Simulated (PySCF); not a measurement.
Species: C5H10N (doublet state).
Z-matrix (Å and degrees, GFN2-xTB geometry), rows numbered from 1:
```
C 
C   1  1.5225
C   2  1.5327  1  111.57
C   3  1.4917  2  116.52  1   173.99
C   4  1.4883  3   89.82  2  -119.76
N   5  1.4676  4   89.53  3     3.69
H   1  1.0870  2  109.88  3   -59.16
H   1  1.0876  2  110.43  3  -179.00
H   1  1.0883  2  110.72  3    60.87
H   2  1.0919  1  110.45  3  -120.51
H   2  1.0905  1  109.69  3   119.92
H   3  1.1007  2  108.43  1   -54.67
H   4  1.0740  3  127.48  2    20.73
H   5  1.0980  4  116.24  3   118.64
H   5  1.0976  4  115.62  3  -113.76
H   6  1.0136  3  115.69  2  -118.18
```

The hyperfine couplings belong to this conformer and change with its torsions.

As a line formula: `CC[C@@H]1[CH]CN1` [radical].

Theory: UKS B3LYP, pcH-1 on C H N, non-relativistic, mean-field spin-orbit, GIAO in PySCF 2.14.0. Geometry: GFN2-xTB, one conformer, isolated molecule. The geometry wasn't refined by DFT: couplings that depend on bond lengths, twists or pyramidal angles can differ widely from those at the functional's own minimum. The SCF solution wasn't tested for stability.

(1) What is the g tensor, term by term?

(2) What are the electron Larmor frequencies g μB B/h along the three axes at 330 mT?

(3) At 9.47 GHz, how far is the centre of the isotropic spectrum from where a free electron (g = 2.002319) resonates?

(4) In a frozen sample, at which fields do the three g values resonate at 9.5, 34, 94 and 263 GHz (hyperfine left aside), and which band first spreads them over more than twice a line width of 0.5 mT?

Results:

(1) 
| Δg (ppm) | 1 | 2 | 3 |
| --- | --- | --- | --- |
| relativistic mass correction | -142 | -142 | -142 |
| gauge correction | 10 | 16 | 31 |
| orbital Zeeman/spin–orbit | -41 | 626 | 713 |
| total | -173 | 500 | 601 |

So g = 2.00215, 2.00282, 2.00292 and g_iso = 2.00263; the tensor is close to axial: the two nearest values differ by 13 % of g3 − g1. 

(2) 9.2474, 9.2505, 9.2510 GHz for g1, g2 and g3, a range of 3.6 MHz.

(3) B = hν/(g μB) with μB/h = 13.99624 MHz/mT gives 337.91 mT for the free electron and 337.86 mT at g_iso, 0.05 mT lower.

(4) 
```
band    GHz  B(g3) mT  B(g2) mT  B(g1) mT  spread mT
   X    9.5    338.88    338.90    339.01       0.13
   Q   34.0   1212.84   1212.90   1213.31       0.47
   W   94.0   3353.15   3353.32   3354.44       1.30
   J  263.0   9381.68   9382.15   9385.30       3.63
```

The spread grows in proportion to the frequency. W band is the first where it exceeds 1.0 mT.

The largest Mulliken spin populations are on C4 (+0.99), C5 (-0.08) and C3 (-0.07). No atom but C4 exceeds +0.15. The positive populations add up to 1.18 and the negative ones to -0.18, together 2S = 1. The angles at C4 add up to 345.2°, so it is pyramidal.

The HOMO–LUMO gaps are 6.49 eV among the α and 4.64 eV among the β orbitals.
